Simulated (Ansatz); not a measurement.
# C4H5Cl: up Jacob's ladder to CCSD(T)

How much do the methods differ for C4H5Cl? The plan is to run it at one geometry with functionals of several rungs and with coupled cluster, and see how far each lands from CCSD(T) at the basis-set limit for the atomisation energy.

The runs use Ansatz 0.2.0, Gaussian basis; functionals in def2-TZVPP, the program's frozen cores in correlated methods.

Plan: LDA (SPW92), PBE-D4, revPBE-D4, BLYP-D4, r2SCAN-D4, B97M-V, PBE0-D4, B3LYP-D4, r2SCANh-D4, r2SCAN0-D4, HSE06-D4, BHLYP-D4, CAM-B3LYP-D4, LC-ωPBE, ωB97X-V, ωB97M-V, B2PLYP, PBE-QIDH; CCSD(T)/def2-SVP; CCSD(T)/def2-TZVPP; MP2/def2-QZVPP; extrapolation to the limit; RPA on PBE.

## 1. The geometry

The geometry comes from an earlier relaxation with PBE0-D4 in a triple-zeta def2 set; it is a stationary point, not always the lowest conformer.

SMILES `ClC1C=CC1`, 10 atoms, charge 0, spin multiplicity 1.

Atoms are counted from 1 here; the program's logs count them from 0.

Bond lengths: Cl1–C2 1.786 Å, C2–C3 1.498 Å, C2–C5 1.553 Å, C2–H6 1.090 Å, C3–C4 1.334 Å, C3–H7 1.082 Å, C4–C5 1.508 Å, C4–H8 1.084 Å, C5–H9 1.091 Å, C5–H10 1.093 Å. Angles: Cl1–C2–C3 116.7°, Cl1–C2–C5 116.1°, Cl1–C2–H6 106.1°, C3–C2–C5 86.8°, C3–C2–H6 116.0°, C5–C2–H6 114.8°, C2–C3–C4 93.4°, C2–C3–H7 131.6°, C4–C3–H7 134.9°, C3–C4–C5 94.8°, C3–C4–H8 133.3°, C5–C4–H8 131.9°, C2–C5–C4 84.8°, C2–C5–H9 112.9°, C2–C5–H10 115.6°, C4–C5–H9 115.2°, C4–C5–H10 117.3°, H9–C5–H10 109.4°.

## 2. LDA

This LDA is Slater exchange with PW92 correlation.

File in.yaml:

```yaml
crystal:
  periodic: [false, false, false]
  atoms:
    - {symbol: Cl, position_ang: [-1.871297, 0.122211, 1.528169]}
    - {symbol: C, position_ang: [-0.286644, 0.407456, 0.756035]}
    - {symbol: C, position_ang: [0.607783, -0.782963, 0.595766]}
    - {symbol: C, position_ang: [0.670732, -0.658032, -0.730821]}
    - {symbol: C, position_ang: [-0.289029, 0.503810, -0.794008]}
    - {symbol: H, position_ang: [0.148496, 1.266085, 1.267042]}
    - {symbol: H, position_ang: [1.050601, -1.452143, 1.322055]}
    - {symbol: H, position_ang: [1.227575, -1.179579, -1.500194]}
    - {symbol: H, position_ang: [-1.262829, 0.279422, -1.231929]}
    - {symbol: H, position_ang: [0.087711, 1.442633, -1.209115]}
basis:
  gaussian: {orbitals: def2-TZVPP}
hamiltonian: {xc: lda}
output: {orbitals: {seedname: orbitals}}
```

Further steps of the session: PBE-D4 (GGA); revPBE-D4 (GGA); BLYP-D4 (GGA); r2SCAN-D4 (meta-GGA); B97M-V (meta-GGA); PBE0-D4 (hybrid); B3LYP-D4 (hybrid); r2SCANh-D4 (hybrid); r2SCAN0-D4 (hybrid); HSE06-D4 (hybrid); BHLYP-D4 (hybrid); CAM-B3LYP-D4 (range-separated); LC-ωPBE (range-separated); ωB97X-V (range-separated); ωB97M-V (range-separated); B2PLYP (double hybrid); PBE-QIDH (double hybrid); CCSD(T) in def2-SVP; CCSD(T) in def2-TZVPP; MP2 in def2-QZVPP; RPA on PBE orbitals.

**Question.** What will the summary of the whole plan be? Wanted: atomisation energy, CCSD(T)/CBS; farthest beyond LDA; mean size of error, GGA; mean size of error, meta-GGA; mean size of error, hybrid; mean size of error, range-separated; mean size of error, double hybrid; gap, smallest and largest; T1 diagnostic.

As calculated:

| quantity | value |
| --- | --- |
| atomisation energy, CCSD(T)/CBS | 4101.8 kJ/mol |
| functionals within 20.5 kJ/mol (0.5 %) | BLYP-D4, B3LYP-D4, r2SCANh-D4, CAM-B3LYP-D4, LC-ωPBE, ωB97X-V |
| farthest beyond LDA | PBE-D4 (+145.7 kJ/mol) |
| mean size of error, GGA | 64.8 kJ/mol |
| mean size of error, meta-GGA | 23.8 kJ/mol |
| mean size of error, hybrid | 51.1 kJ/mol |
| mean size of error, range-separated | 15.8 kJ/mol |
| mean size of error, double hybrid | 31.5 kJ/mol |
| gap, smallest and largest | 5.13 eV (LDA (SPW92)), 12.51 eV (LC-ωPBE) |
| T1 diagnostic | 0.0100 |
| triples share of the correlation energy | 4.5 % |

What this shows: LDA overbinds by 653.6 kJ/mol (16 %). PBE-D4 misses by +145.7 kJ/mol. Double hybrids carry the basis error of their MP2 part in triple zeta, and no dispersion term here, so their miss is partly the set-up's. By mean error the best rung here is range-separated (15.8 kJ/mol) and the worst beyond LDA is GGA (64.8 kJ/mol). The gap between the best rungs is small, so their order is not settled. Misses under about 20.5 kJ/mol are within the doubt on the reference itself, which lacks core-valence correlation, relativity and higher excitations. Hartree-Fock recovers 73 % of the binding; the rest is correlation. CCSD(T) in def2-SVP is off by -169.8 kJ/mol, so the small basis spoils what the method gains. The gap grows from 5.1 to 12.5 eV across the functionals, mostly with the share of exact exchange.
